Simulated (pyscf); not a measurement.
HS–Ga(Cl)–Cl (SMILES [SH][Ga]([Cl])[Cl]) + HF (SMILES F) → F–Ga(SH)–Cl (SMILES [F][Ga]([SH])[Cl]) + HCl (SMILES Cl) (four-centre exchange; singlet surface; Cl–Ga, F–H broken, F–Ga, Cl–H formed). Single points on ωB97X-D3(BJ)/def2-SVP structures (PySCF, gas phase). Energies in kJ/mol from the separated reactants.

```json
[
 {"level": "ωB97X-D3(BJ)/def2-TZVP", "barrier": "13.0", "reaction energy": "+37.2"},
 {"level": "PBE/def2-TZVP", "barrier": "2.1", "reaction energy": "+26.0"},
 {"level": "r²SCAN/def2-TZVP", "barrier": "-1.6", "reaction energy": "+26.6"},
 {"level": "B3LYP-D3(BJ)/def2-TZVP", "barrier": "13.0", "reaction energy": "+29.1"},
 {"level": "ωB97M-D3(BJ)/def2-TZVP", "barrier": "15.2", "reaction energy": "+28.5"},
 {"level": "HF/def2-TZVP", "barrier": "69.4", "reaction energy": "+28.7"}
]
```

On the reactant side the descent ends in an adduct with a F–Ga contact, 37.9 kJ/mol under the separated species and 50.9 kJ/mol under the saddle at ωB97X-D3(BJ)/def2-TZVP. On the product side the descent ends in an adduct with a Cl–Ga contact, 39.1 kJ/mol under the separated species and 14.8 kJ/mol under the saddle at ωB97X-D3(BJ)/def2-TZVP. At r²SCAN the saddle lies under the separated reactants, which points to a path from their complex (located at ωB97X-D3(BJ) alone). At ωB97X-D3(BJ), PBE, r²SCAN, B3LYP-D3(BJ), ωB97M-D3(BJ) the saddle lies under the separated products, which points to a path from their complex (located at ωB97X-D3(BJ) alone), and parting the products costs more than the saddle. What is counted as formed (F–Ga) is already present as a longer contact in the reactant adduct; forming that adduct is a step of its own. What is counted as broken (Cl–Ga) persists as a longer contact in the product adduct; parting that adduct is a step of its own. One saddle was located; it need not be the lowest between these sides. Elements up to Kr have no core potential and no relativistic terms here.
